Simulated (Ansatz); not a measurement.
Al₂H. The state is a doublet with charge 0. Geometry PBE-D4/def2-TZVPD, that of the charge -1 singlet; atoms count from 1.

Cartesian coordinates in Å:
```
Al 0.494 0.167 0.163
Al -1.919 0.929 0.249
H 1.425 -1.095 -0.412
```

The structure comes from a short search, and lower isomers may exist.

Q: Estimate the Mulliken populations from the PBE0/def2-TZVPD orbitals of Ansatz.

A: 
```
atom  charge (e)  spin (α − β)
 Al1        0.07          0.59
 Al2        0.06          0.39
  H3       -0.13          0.02
```
Mulliken values and Mayer orders depend strongly on the basis. With diffuse functions, as here, like atoms can get unlike values, and bond orders can come out too low or too high.

Q: Where does the spin sit?

A: Summed by element: Al 0.98, H 0.02, of 1 unpaired in all. Largest on single atoms: Al1 0.59, Al2 0.39, H3 0.02.

Q: And the Mayer bond orders between bonded heavy atoms (over 0.3)?

A: Al1–Al2 1.18 (2.53 Å).
